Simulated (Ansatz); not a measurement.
**Worked example: the enthalpy of formation of CH3 (methyl radical)**

The species is CH3 (4 atoms), meant as a doublet with charge 0. SMILES: `[CH3]`. The coordinates come from a PBE0-D4/def2-TZVP relaxation.

```xyz
4

C     0.0000    0.0000    0.0000
H     0.0912    0.9019    0.5872
H    -0.8832   -0.1676   -0.5987
H     0.7920   -0.7343    0.0114
```

Total energies at UHF/6-31G* (spherical functions) (Ansatz 0.2.0); the atoms run unrestricted:

| species | state | energy (Eh) |
| --- | --- | --- |
| CH3 | doublet | -39.558624 |
| C | triplet | -37.680577 |
| H | doublet | -0.498233 |

Harmonic wavenumbers at UPBE0-D4/def2-TZVP, in cm⁻¹: 526, 1400, 1400, 3128, 3311, 3311.

Measured heats of formation of the gaseous atoms at 298.15 K, in kJ/mol: C 716.9, H 218.0. Take 1 Eh = 2625.50 kJ/mol, 1 cm⁻¹ = 0.0119627 kJ/mol, RT = 2.479 kJ/mol.

Q: Work out the heat of formation of the gas at 298 K.

A: 
1. Electronic atomisation energy: (-37.680577) + 3 × (-0.498233) − (-39.558624) = 0.383348 Eh = 1006.5 kJ/mol.
2. Zero-point energy: half the sum of the wavenumbers, 6538 cm⁻¹ = 78.2 kJ/mol.
3. Thermal vibrational enthalpy, Σ hcν̃/(exp(hcν̃/kT) − 1): 0.6 kJ/mol. Translation, rotation and pV of a non-linear molecule: 4 RT = 9.9 kJ/mol.
4. The 4 free atoms carry 5/2 RT each: 24.8 kJ/mol.
5. Atomisation enthalpy at 298 K: 1006.5 − 78.2 − 0.6 − 9.9 + 24.8 = 942.6 kJ/mol.
6. Sum of the atoms' heats of formation: 1370.9 kJ/mol. Heat of formation: 1370.9 − 942.6 = +428.3 kJ/mol.

The tabulated value is +146.5 kJ/mol (Active Thermochemical Tables), so this level is off by +281.8 kJ/mol, or 23.0 % of the atomisation enthalpy. Hartree–Fock leaves out correlation, which is larger in the molecule than in the atoms, so it underbinds and puts the heat of formation too high. Anharmonicity and any spin-orbit splitting of the molecule are left out.
